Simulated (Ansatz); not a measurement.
# HSSi: the cost of one run

All numbers below are computed with Ansatz 0.2.0 (UKS r2SCAN/def2-SVP).

## Step 1: The system as given

Bond lengths: Si1–S2 1.954 Å, Si1–H3 1.449 Å. Angles: S2–Si1–H3 180.0°.

Coordinates:

```xyz
3

Si   -0.0132   -0.1657   -0.0254
S     0.1398    1.7597    0.2696
H    -0.1267   -1.5940   -0.2442
```

## Step 2: Relaxing end A

Contents of input.yaml:

```yaml
crystal:
  periodic: [false, false, false]
  atoms:
    - { symbol: Si, position_ang: [-0.01317, -0.16569, -0.0254] }
    - { symbol: S, position_ang: [0.13983, 1.75968, 0.26962] }
    - { symbol: H, position_ang: [-0.12665, -1.59399, -0.24423] }
total_charge: 1
magnetization:
  spin_polarized: true
basis:
  gaussian: { orbitals: def2-SVP }
hamiltonian:
  xc: r2scan
relax:
  f_tol: 0.02
  max_steps: 50
```

The run is started by

```
$ ansatz run input.yaml --threads 1 --pin off --max-ram 2048MiB --backend cpu --events-out ev --progress --plain --runs-dir out
```

**Question.** How long does this run take on 1 thread of Intel Xeon Platinum 8488C (Sapphire Rapids), shared host, and how much memory does it need?

About 6.2 s, with a peak of 0.15 GiB.
